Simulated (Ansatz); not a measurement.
## Four-centre ligand exchange

Start structure (SiH₅F, singlet), relaxed at PBE0-D4/def2-TZVP:

Si1  (-0.608, 0.480, -0.481)
H2  (0.393, -0.618, -0.649)
H3  (-1.242, 0.709, -1.801)
H4  (-1.617, 0.052, 0.516)
H5  (0.098, 1.699, -0.021)
H6  (1.310, -1.112, 0.794)
F7  (1.666, -1.209, 1.642)
(Å)

The step: SiH₄ + HF → SiH₃F ([F][SiH3]) + H₂; bonds formed: Si1–F7, H2–H6; bonds broken: Si1–H2, H6–F7. Computed with Ansatz 0.2.0 (basis: def2-TZVPP and def2-QZVPP); correlated methods freeze the cores. Extrapolation: Hartree–Fock as exp(−7.88 √X), correlation as X^−2.97. Energies below are by CCSD(T) at an estimated basis limit (MP2 extrapolated from triple and quadruple zeta, plus CCSD(T) − MP2 in triple zeta).

Problem. What are the electronic barrier and the energy of the step, from the start structure to the end structure? (Judge from chemistry; the value comes from the calculation.)

Solution. By the calculation: Barrier 148.8 kJ/mol; step energy -102.1 kJ/mol (downhill); reverse barrier, their difference, 250.8 kJ/mol. Barrier and step energy count from the start structure, the reverse barrier from the end structure.

The saddle point: One imaginary mode of 1134i cm⁻¹.
```json
{"pair": "Si1–F7", "start (Å)": "3.54", "saddle (Å)": "1.94", "end (Å)": "1.60"}
{"pair": "H2–H6", "start (Å)": "1.78", "saddle (Å)": "0.97", "end (Å)": "0.75"}
{"pair": "Si1–H2", "start (Å)": "1.49", "saddle (Å)": "1.70", "end (Å)": "4.22"}
{"pair": "H6–F7", "start (Å)": "0.93", "saddle (Å)": "1.21", "end (Å)": "2.65"}
```

Zero-point energy (harmonic, PBE0-D4): ZPE is 111.1 kJ/mol at the start and 108.0 kJ/mol at the saddle, so the barrier goes from 148.8 to 145.7 kJ/mol.

The T1 diagnostic stays at or below 0.014.

Labels in which every atom is bracketed show which atoms are joined, not bond orders.

For scale, one of the runs: CCSD(T)/def2-TZVPP, 143 basis functions, launched by `ansatz run in.yaml --threads 2 --pin off --events-out ev --progress --plain --max-ram 4352MiB`. Time: 10 s of wall clock on 2 CPU threads of an Arm Neoverse V1; the host was shared. Peak host memory: 0.81 GiB.
